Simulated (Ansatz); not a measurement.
# C2H4Si (ethynylsilane), step by step

Aim: a series of 28 runs (HF/STO-3G, UHF/STO-3G, HF/3-21G, UHF/3-21G, HF/6-31G*, UHF/6-31G*, B3LYP/6-31G*, UB3LYP/6-31G*, and more) of C2H4Si. 

The calculation is run with Ansatz 0.2.0.

## (1) The system as given

C2H4Si has 7 atoms, charge 0, and is taken as a singlet. As SMILES, `C#C[SiH3]`. The coordinates come from a PBE0-D4/def2-TZVP relaxation. The run starts from this shape.

Bond lengths: C1–C2 1.206 Å, C2–Si3 1.823 Å, C1–H4 1.066 Å, Si3–H5 1.483 Å, Si3–H6 1.483 Å, Si3–H7 1.483 Å. Angles: C1–C2–Si3 180.0°, C2–C1–H4 180.0°, C2–Si3–H5 109.3°, C2–Si3–H6 109.3°, C2–Si3–H7 109.3°, H5–Si3–H6 109.6°, H5–Si3–H7 109.6°, H6–Si3–H7 109.6°.

## (2) A structure relaxation at HF/STO-3G (run 1)

The input, molecule.yaml:

```yaml
crystal:
  periodic: [false, false, false]
  atoms:
    - symbol: C
      position_ang: [-0.580700, -1.871400, 0.172200]
    - symbol: C
      position_ang: [-0.218500, -0.726500, 0.062400]
    - symbol: Si
      position_ang: [0.329800, 1.004300, -0.103800]
    - symbol: H
      position_ang: [-0.901000, -2.883500, 0.269300]
    - symbol: H
      position_ang: [-0.094500, 1.528300, -1.425000]
    - symbol: H
      position_ang: [-0.281700, 1.818100, 0.974900]
    - symbol: H
      position_ang: [1.807900, 1.062900, 0.004400]
basis:
  gaussian:
    orbitals: STO-3G
hamiltonian:
  xc: hf
relax:
  f_tol: 0.002
output:
  orbitals: {seedname: orbitals}
```

Command:

```bash
$ ansatz run molecule.yaml --threads 1 --pin off --max-ram 3480MiB --events-out events.jsonl --progress --plain --runs-dir runs
```

The log of the run:

```text
Warning: RAYON_NUM_THREADS=1 ignored (pool sized by the plan → 1); use --threads N
The last accepted step is kept in runs//last_step.txt (removed where the run ends without a failure and the disk answers)
[... 43 lines left out ...]
Total energy: -9868.56938355 eV, -362.6632356888 hartree
[... 7 lines left out ...]
Dipole moment:     0.028091     0.088675    -0.008516 e Å
```

Run time: 1.6 s. Hardware: 1 thread of Arm Neoverse V1, shared host.

Step by step:

| step | energy from the first frame kept (eV) | largest force (eV/Å) |
| --- | --- | --- |
| 1 | 0.0000 | 4.6165 |
| 2 | -0.2168 | 2.0563 |
| 3 | -0.2302 | 0.0882 |
| 4 | -0.2302 | 0.0027 |
| 5 | -0.2302 | 0.0017 |

After the run. Bond lengths: C1–C2 1.174 Å, C2–Si3 1.817 Å, C1–H4 1.066 Å, Si3–H5 1.423 Å, Si3–H6 1.423 Å, Si3–H7 1.423 Å. Angles: C1–C2–Si3 180.0°, C2–C1–H4 180.0°, C2–Si3–H5 109.3°, C2–Si3–H6 109.3°, C2–Si3–H7 109.3°, H5–Si3–H6 109.7°, H5–Si3–H7 109.7°, H6–Si3–H7 109.7°.

## (3) Vibrational wavenumbers at HF/STO-3G (run 2)

The input, molecule.yaml:

```yaml
crystal:
  periodic: [false, false, false]
  atoms:
    - {symbol: C, position_ang: [-0.570009, -1.837601, 0.168958]}
    - {symbol: C, position_ang: [-0.217359, -0.723433, 0.062040]}
    - {symbol: Si, position_ang: [0.328856, 1.001316, -0.103563]}
    - {symbol: H, position_ang: [-0.890270, -2.849218, 0.266057]}
    - {symbol: H, position_ang: [-0.078530, 1.503182, -1.371094]}
    - {symbol: H, position_ang: [-0.258197, 1.781203, 0.931625]}
    - {symbol: H, position_ang: [1.746810, 1.056752, 0.000378]}
basis:
  gaussian: {orbitals: STO-3G}
phonons: {temperatures: {t_min: 298.15, t_max: 298.15, t_step: 1}}
hamiltonian: {xc: hf}
```

Command:

```bash
$ ansatz run molecule.yaml --threads 1 --pin off --max-ram 3480MiB --events-out events.jsonl --progress --plain --runs-dir runs
```

The log of the run:

```text
Warning: RAYON_NUM_THREADS=1 ignored (pool sized by the plan → 1); use --threads N
[... 232 lines left out ...]
Total energy: -9868.56939721 eV, -362.6632361908 hartree
[... 7 lines left out ...]
Dipole moment:     0.028091     0.088673    -0.008516 e Å
Vibrations: 323.07 323.09 742.33 856.59 856.60 975.43 975.45 1175.41 1219.26 1219.27 2619.83 2871.20 2919.71 2919.72 3934.79 cm⁻¹, zero-point energy 1.483579 eV
```

Wall time 8.7 s (1 thread of Arm Neoverse V1, shared host).

Runs 3 to 21 aren't shown in full; the table further down has their settings and results.

## (4) The harmonic vibrations at MP2/6-31G(d) (Cartesian functions) (run 22)

The input, in.yaml:

```yaml
crystal:
  periodic: [false, false, false]
  atoms:
    - {symbol: C, position_ang: [-0.587275, -1.892207, 0.174193]}
    - {symbol: C, position_ang: [-0.218324, -0.726240, 0.062332]}
    - {symbol: Si, position_ang: [0.331813, 1.010685, -0.104460]}
    - {symbol: H, position_ang: [-0.908386, -2.906557, 0.271550]}
    - {symbol: H, position_ang: [-0.089419, 1.540569, -1.423631]}
    - {symbol: H, position_ang: [-0.276288, 1.829775, 0.971518]}
    - {symbol: H, position_ang: [1.809179, 1.076176, 0.002898]}
basis:
  gaussian: {orbitals: "6-31G*"}
correlation: {method: mp2}
phonons: {temperatures: {t_min: 298.15, t_max: 298.15, t_step: 1}}
```

Command:

```bash
$ ansatz run in.yaml --threads 1 --pin off --max-ram 3480MiB --events-out events.jsonl --progress --plain --runs-dir runs
```

The log of the run:

```text
Warning: RAYON_NUM_THREADS=1 ignored (pool sized by the plan → 1); use --threads N
[... 26 lines left out ...]
7 core orbitals not correlated: weight in the atoms' cores, before any rotation towards them, 1.000 or more for the frozen orbitals, at most 0.000 for the correlated occupied ones
[... 101 lines left out ...]
7 core orbitals not correlated: weight in the atoms' cores, before any rotation towards them, 1.000 or more for the frozen orbitals, at most 0.000 for the correlated occupied ones
[... 101 lines left out ...]
7 core orbitals not correlated: weight in the atoms' cores, before any rotation towards them, 1.000 or more for the frozen orbitals, at most 0.000 for the correlated occupied ones
[... 98 lines left out ...]
Dipole moment:    -0.030621    -0.096819     0.009284 e Å
[... 1 line left out ...]
Checks for a lower state left out: cluster_reference
```

It took 36 s on 1 thread of Arm Neoverse V1, shared host; peak memory 0.11 GiB.

Runs 23 to 27 aren't shown in full; the table further down has their settings and results.

## (5) The harmonic vibrations at PBE-D3(BJ)/def2-TZVP (run 28)

The input, molecule.yaml:

```yaml
crystal:
  periodic: [false, false, false]
  atoms:
    - {symbol: C, position_ang: [-0.584288, -1.882724, 0.173288]}
    - {symbol: C, position_ang: [-0.218567, -0.727089, 0.062400]}
    - {symbol: Si, position_ang: [0.330837, 1.007595, -0.104166]}
    - {symbol: H, position_ang: [-0.906599, -2.900894, 0.271013]}
    - {symbol: H, position_ang: [-0.094971, 1.537284, -1.433022]}
    - {symbol: H, position_ang: [-0.283275, 1.828688, 0.980461]}
    - {symbol: H, position_ang: [1.818163, 1.069339, 0.004426]}
basis:
  gaussian:
    orbitals: def2-TZVP
hamiltonian:
  xc: {name: PBE}
  dispersion: d3bj
phonons:
  temperatures: {t_min: 298.15, t_max: 298.15, t_step: 1}
```

Command:

```bash
$ ansatz run molecule.yaml --threads 1 --pin off --max-ram 3480MiB --events-out events.jsonl --progress --plain --runs-dir runs
```

The log of the run:

```text
Warning: RAYON_NUM_THREADS=1 ignored (pool sized by the plan → 1); use --threads N
[... 32 lines left out ...]
788 factors; their error is unknown
[... 25 lines left out ...]
788 factors; their error is unknown
[... 25 lines left out ...]
788 factors; their error is unknown
[... 25 lines left out ...]
788 factors; their error is unknown
[... 25 lines left out ...]
788 factors; their error is unknown
[... 25 lines left out ...]
788 factors; their error is unknown
[... 25 lines left out ...]
788 factors; their error is unknown
[... 15 lines left out ...]
788 factors; their error is unknown
[... 4 lines left out ...]
788 factors; their error is unknown
[... 4 lines left out ...]
788 factors; their error is unknown
[... 5 lines left out ...]
788 factors; their error is unknown
[... 4 lines left out ...]
788 factors; their error is unknown
[... 4 lines left out ...]
788 factors; their error is unknown
[... 11 lines left out ...]
Dipole moment:    -0.024737    -0.078232     0.007500 e Å
Vibrations: 223.04 223.05 624.66 653.45 653.46 674.53 674.56 894.17 909.26 909.27 2083.67 2178.86 2184.12 2184.13 3383.19 cm⁻¹, zero-point energy 1.143967 eV
```

Run time: 68 s. Hardware: 1 thread of Arm Neoverse V1, shared host; peak memory 0.12 GiB.

## (6) All runs side by side

| run | level | task | walk f tol | partner | energy (Eh) | dipole moment (D) | wall time |
| --- | --- | --- | --- | --- | --- | --- | --- |
| 1 | HF/STO-3G | optimise | 0.002 | base | -362.663236 | 0.45 | 1.6 s |
| 2 | HF/STO-3G | frequencies | – | base | -362.663236 | 0.45 | 8.7 s |
| 3 | UHF/STO-3G | energy | – | cation | -362.364797 | – | 1.4 s |
| 4 | UHF/STO-3G | optimise | – | cation | -362.389068 | – | 5.1 s |
| 5 | HF/3-21G | optimise | 0.002 | base | -364.965203 | 0.32 | 2 s |
| 6 | HF/3-21G | frequencies | – | base | -364.965203 | 0.32 | 10 s |
| 7 | UHF/3-21G | energy | – | cation | -364.606863 | – | 2.6 s |
| 8 | UHF/3-21G | optimise | – | cation | -364.620138 | – | 8.7 s |
| 9 | HF/6-31G* (Cartesian functions) | optimise | 0.002 | base | -366.915283 | 0.49 | 4.2 s |
| 10 | HF/6-31G* (Cartesian functions) | frequencies | – | base | -366.915283 | 0.49 | 24 s |
| 11 | UHF/6-31G* (Cartesian functions) | energy | – | cation | -366.569075 | – | 13 s |
| 12 | UHF/6-31G* (Cartesian functions) | optimise | – | cation | -366.582352 | – | 28 s |
| 13 | B3LYP/6-31G* (Cartesian functions) | optimise | 0.002 | base | -368.039299 | 0.52 | 9.3 s |
| 14 | B3LYP/6-31G* (Cartesian functions) | frequencies | – | base | -368.039299 | 0.52 | 48 s |
| 15 | UB3LYP/6-31G* (Cartesian functions) | energy | – | cation | -367.656973 | – | 15 s |
| 16 | UB3LYP/6-31G* (Cartesian functions) | optimise | – | cation | -367.664491 | – | 55 s |
| 17 | PBE/def2-SVP | optimise | 0.002 | base | -367.621726 | 0.40 | 7.5 s |
| 18 | PBE/def2-SVP | frequencies | – | base | -367.621726 | 0.40 | 34 s |
| 19 | UPBE/def2-SVP | energy | – | cation | -367.242186 | – | 22 s |
| 20 | UPBE/def2-SVP | optimise | – | cation | -367.247876 | – | 49 s |
| 21 | MP2/6-31G* (Cartesian functions) | optimise | 0.002 | base | -367.240039 | 0.49 | 5.7 s |
| 22 | MP2/6-31G* (Cartesian functions) | frequencies | – | base | -367.240039 | 0.49 | 36 s |
| 23 | UMP2/6-31G* (Cartesian functions) | energy | – | cation | -366.848285 | – | 17 s |
| 24 | UMP2/6-31G* (Cartesian functions) | optimise | – | cation | -366.858315 | – | 36 s |
| 25 | B3LYP-D4/def2-TZVP | optimise | 0.002 | base | -368.111425 | 0.39 | 19 s |
| 26 | B3LYP-D4/def2-TZVP | frequencies | – | base | -368.111425 | 0.39 | 89 s |
| 27 | PBE-D3(BJ)/def2-TZVP | optimise | 0.002 | base | -367.816537 | 0.40 | 14 s |
| 28 | PBE-D3(BJ)/def2-TZVP | frequencies | – | base | -367.816537 | 0.40 | 68 s |

## (7) Summary of results

| quantity | value |
| --- | --- |
| run 28, PBE-D3(BJ)/def2-TZVP: total energy | -367.81654 Eh |
| run 28, PBE-D3(BJ)/def2-TZVP: dipole moment | 0.40 D |
| run 28, PBE-D3(BJ)/def2-TZVP: dispersion energy | -10.99 kJ/mol |
| run 28, PBE-D3(BJ)/def2-TZVP: largest force on an atom | 0.000 eV/Å |
| run 28, PBE-D3(BJ)/def2-TZVP: lowest harmonic wavenumber | 223 cm⁻¹ |
| run 28, PBE-D3(BJ)/def2-TZVP: highest harmonic wavenumber | 3383 cm⁻¹ |
| run 28, PBE-D3(BJ)/def2-TZVP: zero-point energy | 110.4 kJ/mol |
| vertical ionisation energy (to the doublet cation), HF/6-31G* | 9.421 eV |
| vertical ionisation energy (to the doublet cation), B3LYP/6-31G* | 10.404 eV |
| vertical ionisation energy (to the doublet cation), PBE/def2-SVP | 10.328 eV |
| vertical ionisation energy (to the doublet cation), MP2/6-31G* | 10.660 eV |
| adiabatic ionisation energy (to the doublet cation, no zero-point term), HF/3-21G | 9.390 eV |
| adiabatic ionisation energy (to the doublet cation, no zero-point term), B3LYP/6-31G* | 10.199 eV |
| adiabatic ionisation energy (to the doublet cation, no zero-point term), PBE/def2-SVP | 10.173 eV |
| adiabatic ionisation energy (to the doublet cation, no zero-point term), MP2/6-31G* | 10.387 eV |

In words: At HF/6-31G*: removing an electron at fixed nuclei costs 9.42 eV (217 kcal/mol). At B3LYP/6-31G*: the vertical ionisation energy comes to 10.40 eV (1004 kJ/mol). At PBE/def2-SVP: removing an electron at fixed nuclei costs 10.33 eV (996 kJ/mol). At MP2/6-31G*: removing an electron at fixed nuclei costs 10.66 eV (246 kcal/mol). At HF/3-21G: the adiabatic ionisation energy (to the doublet cation, no zero-point term) is 9.39 eV (906 kJ/mol). At B3LYP/6-31G*: the adiabatic ionisation energy (to the doublet cation, no zero-point term) is 10.20 eV (984 kJ/mol). Totals of different functionals can't be ranked against each other. In runs 1, 2, 3, 4 the basis is minimal, so the values are rough. Spin contamination of the reference: run 4 ⟨S²⟩ = 0.85. All runs together took 11 min, the longest 89 s.
